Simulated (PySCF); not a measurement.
Structure problem from calculated spectra and properties.

Formula: C2H7N.

| Item | Value |
| --- | --- |
| Couplings | largest of the computed one-bond spin–spin couplings (means over like bonds): 13C–1H +137.0 (×6), 15N–1H -68.2, 15N–13C -4.1 (×2) Hz [B3LYP/pcJ-1, spin–dipole term left out for some pairs] |
| 1H NMR | chemical shifts (computed TMS as zero) by class: 2.50 (6 H), -0.36 (1 H) ppm [GIAO PBE0/pcSseg-1] |
| 13C NMR | chemical shifts (computed TMS as zero) by class: 41.8 (2 C) ppm [GIAO PBE0/pcSseg-1] |
| Rotational structure | rotational constants A, B, C: 34.820, 9.447, 8.340 GHz [GFN2-xTB] |
| Dipole | 1.05 D [PBE0/pcSseg-1] |
| NMR, other nuclei | isotropic shieldings of nuclei other than C and H, by class: 234 (1 N) ppm [GIAO PBE0/pcSseg-1] |

Electronic properties: PySCF, gas phase, density fitting. Levels stand in brackets. Geometry: GFN2-xTB; no solvent, vibrations or thermal averaging. NMR values are class means; diastereotopic atoms form classes of their own.

**Question.** Propose a structure and show how it fits.

**Answer.** Numbering: `[CH3:1][NH:2][CH3:3]`. Its formula, C2H7N, gives 0 degrees of unsaturation, so no ring and no π bond. 2 carbons fall into 1 class: N-methyl carbon [C1/C3] (41.8 ppm, 2 C). Hydrogen classes from least to most shielded: 6 H on 2 N-methyl carbons, C1/C3 (2.50 ppm, a mean of values up to 0.6 ppm apart in this geometry), 1 H on a secondary amine nitrogen, N2 (-0.36 ppm). The other shieldings belong to: 234 ppm, secondary amine nitrogen [N2]. The couplings run between: +137.0 Hz, N-methyl carbon [C1] and its hydrogen (with 5 like pairs); -68.2 Hz, secondary amine nitrogen [N2] and its hydrogen; -4.1 Hz, secondary amine nitrogen [N2] and N-methyl carbon [C1] (with 1 like pair). The optimised geometry has point group Cs and is an asymmetric top. Structure: dimethylamine (`CNC`). Computed isomers that give other values at the same levels: `CCN` (ethanamine) (13C chemical shifts (computed TMS as zero) by class: 42.9 (1 C), 25.6 (1 C) ppm). The assignments are read from this structure; whether some other isomer fits the data as well wasn't checked.
